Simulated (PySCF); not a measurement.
# FH2P (fluorophosphane): the cost of one run

Computed with PySCF 2.14.0, with density-fitted response routines of our own, on a single molecule, in the gas phase or a continuum. Atoms count from 0, in the outputs and in this text.

## Step 1: The starting structure

4 atoms, charge 0, multiplicity 1; geometry from: GFN2-xTB. The atoms were then displaced at random by about 0.01 Å, so the start is not that level's minimum.

Bonds of the start (Å): F0–P1 1.66, P1–H2 1.41, P1–H3 1.40.

## Step 2: Optimising the geometry at PBE0-D3(BJ)/def2-SVP

The job: settings as JSON, then the geometry in Å.

```
{"job": {"xc": "PBE0", "basis": "def2-SVP", "d3": "d3bj", "grid": 1, "shake": 0.01, "kind": "geom"}, "charge": 0, "multiplicity": 1}
F      1.371080    -0.185750     0.033400
P     -0.185020    -0.012140     0.573620
H     -0.718920    -0.915160    -0.374680
H     -0.429140     1.087670    -0.265350
```

The run is started by

```bash
OMP_NUM_THREADS=1 python probes_run.py task.json out
```

The driver reads the jobs from task.json and runs them one after another.

Q: Estimate the wall time and peak memory of this first job on 1 thread of Intel Xeon 6975P-C, shared host.

About 1.9 s, with a peak of 0.26 GiB.
